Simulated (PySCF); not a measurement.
Energy profile

The step: BSiH₅ ([BH2][SiH3]) + HF → BH₂F ([BH2][F]) + SiH₄; bonds formed: B1–F6, Si2–H5; bonds broken: B1–Si2, H5–F6 (atoms numbered as in the saddle structure below).

```xyz
9
angstrom
B -1.0216 0.1826 -0.2522
Si 0.8867 -0.3457 0.5161
H -1.5190 0.9319 0.5309
H -1.5616 -0.8287 -0.5802
H 0.1454 0.6348 -1.0145
F -0.6747 1.0395 -1.6238
H 0.2703 -1.0635 1.6638
H 1.7177 -1.2969 -0.2690
H 1.7566 0.7459 1.0289
```

Electronic energies by CCSD(T) at an estimated basis limit (MP2 extrapolated from triple and quadruple zeta, plus CCSD(T) − MP2 in triple zeta), on PBE0-D4/def2-TZVP structures; BSiH6F, closed shell; no counterpoise correction. Computed with PySCF 2.14 with density fitting (its default auxiliary sets; JK sets also for MP2 and CCSD(T)) (basis: def2-TZVPP and def2-QZVPP); correlated methods freeze the cores. Extrapolation: Hartree–Fock as exp(−7.88 √X), correlation as X^−2.97.

Task: Give the profile in eV, counted from the separated reactants. (An estimate is asked for; the value comes from the calculation.)

Result: The calculation gives:
```json
{"point": "separated: BSiH5 (linked as [BH2][SiH3]; B1, Si2, H3, H4, H7, H8, H9; singlet) + HF (H5, F6; singlet)", "eV": "0.000"}
{"point": "start structure", "eV": "-0.145"}
{"point": "saddle", "eV": "0.539"}
{"point": "end structure", "eV": "-1.725"}
{"point": "separated: BH2F (linked as [BH2][F]; B1, H3, H4, F6; singlet) + SiH4 (Si2, H5, H7, H8, H9; singlet)", "eV": "-1.679"}
```

T1 diagnostic: at most 0.014. The end structure is not quite a true minimum (one mode of 48i cm⁻¹).

Steps of this kind, hydrogen fluoride cutting a network bond, underlie vapour etching and the fluorination step of atomic layer etching.

For scale, one of the runs: CCSD(T)/def2-TZVPP, 188 basis functions, launched by `OMP_NUM_THREADS=4 python run.py`. The run took 4 min on 4 CPU threads of an Arm Neoverse V2 (shared host), with 1.9 GiB of host memory at its peak.
